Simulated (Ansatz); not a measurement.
Born–Oppenheimer molecular dynamics of H2LiO (4 atoms, charge 1, multiplicity 1). It starts from a relaxed structure.

The calculation used Ansatz, RKS PBE/cc-pVDZ.

```json
{
  "ensemble": "NVT, Nosé–Hoover chain",
  "time step": "1 fs",
  "steps asked": "250",
  "set temperature": "700 K",
  "thermostat": "time constant 20 fs, chain length 3",
  "seed": "496209"
}
```

First frame:

```xyz
4
Properties=species:S:1:pos:R:3
Li -0.204 0.179 -1.666
O 0.020 -0.017 0.161
H -0.550 -0.512 0.786
H 0.735 0.351 0.720
```

Q: How far do the bonds stretch over the last three quarters of this one trajectory? (Pairs bonded in most of those frames.)

A: 
```json
{"bond": "Li1–O2", "mean (Å)": "1.874", "spread (Å)": "0.103", "shortest": "1.71", "longest": "2.07"}
{"bond": "O2–H3", "mean (Å)": "0.989", "spread (Å)": "0.048", "shortest": "0.90", "longest": "1.10"}
{"bond": "O2–H4", "mean (Å)": "0.986", "spread (Å)": "0.037", "shortest": "0.90", "longest": "1.09"}
```

Mean temperature of the second half: 569 K. The conserved energy wandered by up to 9.0 meV per atom (net 1.3 meV per atom), which is poor conservation. The mean temperature of the second half is 19 % below the set value. A run of 0.25 ps of so small a system gives no equilibrium averages. Limits of this set-up: the dipole of an ion depends on the origin.

The run took 2.4 min on 1 thread of Arm Neoverse V1, with other jobs on the host, peak memory 0.078 GiB.
